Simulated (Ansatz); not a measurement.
# AlP (triplet): from Hartree-Fock to the top rungs at distance Al1–P2 = 4.176 Å, 6-31G

How much of the correlation energy of AlP (triplet) does each wave-function method recover here?

The runs use Ansatz 0.2.0, Gaussian basis; 6-31G, core rule «outside noble gas», up to 10 orbitals frozen.

Plan: UHF; CCSD(T) on ROHF; CCSD(T) on UHF; BCCD(T) on ROHF; CISD; CCSDT(Q) on ROHF; CCSDT(Q) on UHF; CISDTQ; CCSDTQ on ROHF; CCSDTQ on UHF; CASSCF and MRCISD+Q, 4 electrons in 4 orbitals; CASSCF and NEVPT2, 4 electrons in 4 orbitals; CASSCF and MRCISD+Q, 8 electrons in 8 orbitals; CASSCF and NEVPT2, 8 electrons in 8 orbitals; Full CI.

19 further runs of the same task are left out: 1 for a known fault of the program, 11 that didn't finish, 7 set aside as unsound or not needed.

**1. The geometry**

The geometry derives from a PBE0/def2-TZVP stationary point (not a proven minimum). One bond is set to the value named and the two fragments are kept rigid.

2 atoms, charge 0, spin multiplicity 3.

Atoms are counted from 1 here; the program's logs count them from 0.

No contacts short enough for the rule that draws bonds.

**2. UHF**

File in.yaml:

```yaml
crystal:
  periodic: [false, false, false]
  atoms:
    - {symbol: Al, position_ang: [0.000000, 0.000000, 0.000000]}
    - {symbol: P, position_ang: [0.000000, 0.000000, 4.176000]}
basis:
  gaussian: {orbitals: 6-31G}
magnetization: {spin_polarized: true, initial_magnetization: 2}
hamiltonian: {xc: hf}
output: {orbitals: {seedname: orbitals}}
```

Launch:

```sh
> ansatz run in.yaml --threads 1 --pin off --events-out ev --progress --plain --max-ram 2393MiB
```

Further steps of the session: CCSD(T) on ROHF; CCSD(T) on UHF; BCCD(T) on ROHF; CISD; CCSDT(Q) on ROHF; CCSDT(Q) on UHF; CISDTQ; CCSDTQ on ROHF; CCSDTQ on UHF; CASSCF and MRCISD+Q, 4 electrons in 4 orbitals; CASSCF and NEVPT2, 4 electrons in 4 orbitals; CASSCF and MRCISD+Q, 8 electrons in 8 orbitals; CASSCF and NEVPT2, 8 electrons in 8 orbitals; Full CI.

**Question.** What will the summary of the whole plan be? Wanted: FCI below the RHF energy; RMP2 from FCI; UMP2 from FCI; RCCSD from FCI; RCCSD(T) from FCI; UCCSD(T) from FCI; RCCSDT(Q) from FCI; UCCSDT(Q) from FCI; NEVPT2 pair from FCI.

As calculated:

| quantity | value |
| --- | --- |
| FCI below the RHF energy | -2.9226 eV |
| RMP2 from FCI | +29.59 kcal/mol |
| UMP2 from FCI | +13.42 kcal/mol |
| RCCSD from FCI | +1.90 kcal/mol |
| RCCSD(T) from FCI | +0.41 kcal/mol |
| UCCSD(T) from FCI | +0.62 kcal/mol |
| RCCSDT(Q) from FCI | +0.05 kcal/mol |
| UCCSDT(Q) from FCI | +0.01 kcal/mol |
| NEVPT2 pair from FCI | +11.85 kcal/mol |
| NEVPT2 valence from FCI | +5.74 kcal/mol |
| MRCISD+Q valence from FCI | +0.33 kcal/mol |
| levels within 1 kcal/mol (43 meV) | RCCSD(T), UCCSD(T), BCCD(T), RCCSDT, UCCSDT, CISDTQ, RCCSDT(Q), UCCSDT(Q), RCCSDTQ, UCCSDTQ, MRCISD valence, MRCISD+Q valence |
| T1 diagnostic | 0.157 |
| effectively unpaired electrons | 3.19 |

What this shows: RCCSD(T) misses by +0.41 kcal/mol, 0.6 % of the correlation energy. The occupations show strong static correlation (3.2 unpaired electrons where one determinant has 2). Coupled cluster on one determinant still stays close here. Of the multireference levels listed MRCISD+Q valence comes nearest in total energy (+0.33 kcal/mol), which doesn't show that its space is the better one. These misses are within one basis, not against nature; the frozen cores of restricted and unrestricted runs differ, which can shift their rows.
